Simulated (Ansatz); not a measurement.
Reaction: CH6Si (methylsilane, SMILES C[SiH3]) → CH5Si (SMILES C[SiH2], doublet) + H (doublet) (the H-Si bond breaks)
Each species at its own B3LYP-D3(BJ)/def2-TZVP minimum (Ansatz, a quantum-chemistry and plane-wave program).

Total energies in hartree (Ansatz). Radicals and triplets start from unrestricted determinants; spin-orbit coupling is neglected. Correlated methods leave the cores frozen. No relativity. Where a partner has so few electrons that a lower coupled-cluster level is exact, that level stands in.

| species | HF/cc-pV(T+d)Z | CCSD(T)/cc-pV(T+d)Z | HF/cc-pV(Q+d)Z | CCSD(T)/cc-pV(Q+d)Z | CCSD(T)/cc-pV(D+d)Z | CCSDT(Q)/cc-pV(D+d)Z |
|---|---|---|---|---|---|---|
| 1: CH6Si (SMILES C[SiH3]) | -330.32571 | -330.69426 | -330.33210 | -330.71844 | -330.60793 | -330.60911 |
| 2: CH5Si (SMILES C[SiH2], doublet) | -329.70328 | -330.04134 | -329.70928 | -330.06385 | -329.96032 | -329.96156 |
| 3: H (doublet) | -0.49981 | -0.49981 | -0.49995 | -0.49995 | -0.49928 | -0.49928 |

### Question
Work out the bond dissociation energy (electronic) in kcal/mol: take Hartree-Fock from cc-pV(Q+d)Z, extrapolate the CCSD(T) correlation energy as X^-3 (X = 3, 4), and add CCSDT(Q) - CCSD(T) in cc-pV(D+d)Z. 1 hartree = 627.51 kcal/mol.

### Answer

Species 1: correlation (64·(-0.38634) - 27·(-0.36855))/37 = -0.39932; step -0.00118; E1 = -330.33210 + (-0.39932) + (-0.00118) = -330.73260
Species 2: correlation (64·(-0.35457) - 27·(-0.33806))/37 = -0.36662; step -0.00124; E2 = -329.70928 + (-0.36662) + (-0.00124) = -330.07714
Species 3: correlation (64·(0.00000) - 27·(0.00000))/37 = 0.00000; step +0.00000; E3 = -0.49995 + (0.00000) + (+0.00000) = -0.49995
-1·E1 +1·E2 +1·E3 = 0.15551 hartree = 97.6 kcal/mol.
